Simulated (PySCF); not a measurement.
How well do the runs reproduce experiment for C3H7Cl?

**The experiment to reproduce.**

From NIST CCCBDB Release 22 (SRD 101), experimental dipoles, for the gas: dipole moment (dielectric constant and refractivity) 2.17 D.

The results are set against them at the end.

C3H7Cl.
Atom-mapped SMILES: `[CH3:1][CH:2]([CH3:3])[Cl:4]` (hydrogens: H5, H6, H7 on C1; H8 on C2; H9, H10, H11 on C3)

Geometry (GFN2-xTB, Å), atoms numbered from 1 in this order:
```xyz
11
C3H7Cl angstrom
C     -1.2776   -0.0949   -0.1753
C      0.0933    0.5536   -0.1123
C      1.1593   -0.3829    0.4263
Cl     0.5631    1.0741   -1.7703
H     -2.0116    0.5936   -0.5860
H     -1.5914   -0.3827    0.8260
H     -1.2479   -0.9835   -0.8013
H      0.0565    1.4728    0.4784
H      0.9168   -0.6594    1.4505
H      2.1345    0.0973    0.4165
H      1.2104   -1.2853   -0.1784
```

Runs made with PySCF (gas phase, on this GFN2-xTB geometry; no spin–orbit coupling):

| level | job | basis functions | wall time |
| --- | --- | --- | --- |
| CAM-B3LYP/def2-SVPD | 8 singlets by full TDDFT, 3 Tamm–Dancoff triplets, polarisability | 143 | 13 s |

Hardware: one thread, Arm Neoverse V1 (shared host).

Results beside the measurements:

**Dipole moment.** Measured: 2.17 D (NIST CCCBDB Release 22 (SRD 101), experimental dipoles).

```json
{"level": "CAM-B3LYP/def2-SVPD", "computed (D)": "2.26", "computed − measured (D)": "+0.09", "% (from the printed values)": "+4"}
```

The computed dipoles belong to one fixed geometry; measured ones are averaged over vibrations unless marked μe. Magnitudes are compared, not signs.

The geometry is computed, not the measured one. Where a level misses, the cause wasn't examined.
